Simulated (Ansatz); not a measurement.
propyne (C₃H₄), SMILES C#CC.

Geometry optimised at ωB97X-D3(BJ)/def2-TZVP.

Two levels are set side by side: PBE/def2-TZVPD (Ansatz, a quantum-chemistry and plane-wave program) and PBE0/def2-TZVPD (Ansatz). Energy differences of separate SCF runs at the same geometry; the states with an electron removed or added have multiplicity 2 and 2. Differences are taken from unrounded values.

```
quantity                            PBE0    PBE  PBE minus PBE0
---------------------------------  -----  -----  --------------
vertical ionisation energy (eV)    10.26  10.26            0.00
vertical singlet–triplet gap (eV)   5.65   5.73            0.08
```

Here PBE gives about what the other level gives.
